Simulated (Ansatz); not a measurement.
# B2FH: the cost of one run

Computed with Ansatz 0.2.0, Gaussian basis. Level: def2-QZVPP, all electrons in the functionals, frozen cores in the correlation of double hybrids and RPA.

The runs, in order: wB97M-V, B2PLYP, at charge 0, triplet; charge 0, singlet; charge 0, quintet; charge 1, doublet; charge 1, quartet.

2 further runs of the same task are left out: 2 set aside as unsound or not needed.

### 1 What is computed

The geometry is a PBE0/def2-TZVP stationary point (not a proven minimum).

4 atoms, charge 0, spin multiplicity 3.

Atoms are counted from 1 here; the program's logs count them from 0.

Bond lengths: B1–B2 1.633 Å, B2–F3 1.328 Å, B2–H4 1.205 Å. Angles: B1–B2–F3 125.5°, B1–B2–H4 114.3°, F3–B2–H4 120.2°.

Coordinates:

| atom | x (Å) | y (Å) | z (Å) |
| --- | --- | --- | --- |
| B1 | 0.0000 | -0.2860 | 1.6155 |
| B2 | 0.0000 | 0.4445 | 0.1548 |
| F3 | 0.0000 | -0.1777 | -1.0181 |
| H4 | 0.0000 | 1.6488 | 0.2021 |

No dispersion term is added; wB97M-V holds VV10 nonlocal correlation.

The geometry shown and the zero of energy belong to the point charge 0, triplet. The yardstick, UCCSD(T), and other wave-function levels (R restricted, U unrestricted, valence and pair active spaces) come from earlier runs.

### 2 wB97M-V, charge 0, triplet

Contents of in.yaml:

```yaml
crystal:
  periodic: [false, false, false]
  atoms:
    - {symbol: B, position_ang: [0.000000, -0.285996, 1.615495]}
    - {symbol: B, position_ang: [0.000000, 0.444539, 0.154784]}
    - {symbol: F, position_ang: [0.000000, -0.177695, -1.018097]}
    - {symbol: H, position_ang: [0.000000, 1.648828, 0.202133]}
basis:
  gaussian: {orbitals: "def2-QZVPP.json"}
magnetization: {spin_polarized: true, initial_magnetization: 2}
hamiltonian: {xc: {name: wB97M-V}}
output: {orbitals: {seedname: orbitals}}
```

Command:

```console
> ansatz run in.yaml --threads 1 --pin off --events-out ev --progress --plain --max-ram 2393MiB
```

**Question.** How long does this run take on 1 thread of Arm Neoverse V2, shared host, and how much memory does it need?

About 17 s, with a peak of 0.45 GiB.
